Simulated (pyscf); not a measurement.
HB=O + ammonia (NH₃) → H₂N–BH–OH, an addition across a multiple bond or ene-type step (singlet surface; H–N broken, B–N, H–O formed). Optimised with ωB97X-D3(BJ)/def2-SVP in PySCF. Correlated levels are frozen-core, on RHF or UHF. ΔMP2 is the change of the MP2 total energy from the triple- to the quadruple-zeta basis. Energies in kJ/mol from the separated reactants.

Small-basis levels: PySCF, no dispersion term, spherical d functions. 

### Question
In single points B3LYP/6-31G* puts the saddle at 42.5 kJ/mol and the reaction energy at -152.9 kJ/mol. Should these be trusted to within a few kcal/mol? Compare with CCSD(T)/def2-TZVPP + ΔMP2(QZVPP).

### Answer
CCSD(T)/def2-TZVPP + ΔMP2(QZVPP) gives ΔE‡ = 52.3 kJ/mol and ΔE = -158.7 kJ/mol. B3LYP/6-31G* lies 9.8 kJ/mol under it in the barrier and 5.8 kJ/mol over it in the reaction energy, so on this step it holds to within 12.6 kJ/mol. CCSD(T)/def2-TZVPP + ΔMP2(QZVPP) has limits of its own. On the reactant side the descent ends in an adduct with a B–N contact, 34.2 kJ/mol under the separated species and 74.3 kJ/mol under the saddle at ωB97X-D3(BJ)/def2-TZVP. On the product side the descent ends in a point that may be a rotor saddle (no frequency run), 7.6 kJ/mol over the lowest minimum found and 202.6 kJ/mol under the saddle at ωB97X-D3(BJ)/def2-TZVP. What is counted as formed (B–N) is already present as a longer contact in the reactant adduct; forming that adduct is a step of its own. At ωB97X-D3(BJ)/def2-TZVP the barrier from the zero used here is 40.1 kJ/mol. One saddle was located; it need not be the lowest between these sides. The CCSD(T) − MP2 part came from Ansatz, without density fitting, on the same reference.
